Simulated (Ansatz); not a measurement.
The same path of AlH3O + H4Si (10 atoms, charge 0, multiplicity 1) was run twice with different band settings. Lost on the way: Al1–H2, Si6–H10. Made: Al1–Si6, H2–H10.

Theory: RKS B3LYP/def2-SVP in Ansatz 0.2.0.

Relaxed end points:

```xyz
10
Properties=species:S:1:pos:R:3
Al 0.131 -0.480 0.175
H -0.338 -1.405 1.376
H 1.629 -0.326 -0.296
O -1.046 0.231 -0.864
H -1.996 0.111 -0.774
Si -0.466 2.662 1.116
H -1.928 2.423 1.244
H -0.013 3.623 2.161
H -0.091 3.145 -0.236
H 0.254 1.366 1.398
```

```xyz
10
Properties=species:S:1:pos:R:3
Al -0.108 0.634 -0.210
H 0.246 -0.713 2.017
H 1.286 -0.109 -0.391
O -1.518 -0.069 -0.882
H -1.561 -0.903 -1.361
Si -0.412 2.844 0.802
H -1.829 3.095 1.211
H 0.447 3.011 2.018
H -0.023 3.930 -0.155
H -0.392 -0.367 2.253
```

Common settings: movable images 5; climbing image yes; spring 5.0 eV/Å²; optimiser quadratic models (default); force threshold 0.03 eV/Å; iteration limit 60; end points relaxed.

| run | start path |
| --- | --- |
| 1 | through a guess of the saddle point |
| 2 | straight line |

Problem. What does each run give, and how far can it be trusted?

Solution. Run 1: converged after 31 iterations, highest image 1.567 eV above the first end. Neighbouring images differ by up to 1.5 eV, so the band resolves the path poorly. A vibrational analysis at the climbing image gives 2 clearly imaginary modes (1196i, 60i cm⁻¹): a point of higher order, so a lower path passes nearby.
Run 2: converged after 24 iterations, highest image 1.548 eV above the first end. Neighbouring images differ by up to 1.3 eV, so the band resolves the path poorly. The order of the stationary point at the top wasn't checked.
The orbitals stay closed-shell, which can raise the energy where a bond breaks towards radicals; this wasn't checked here.
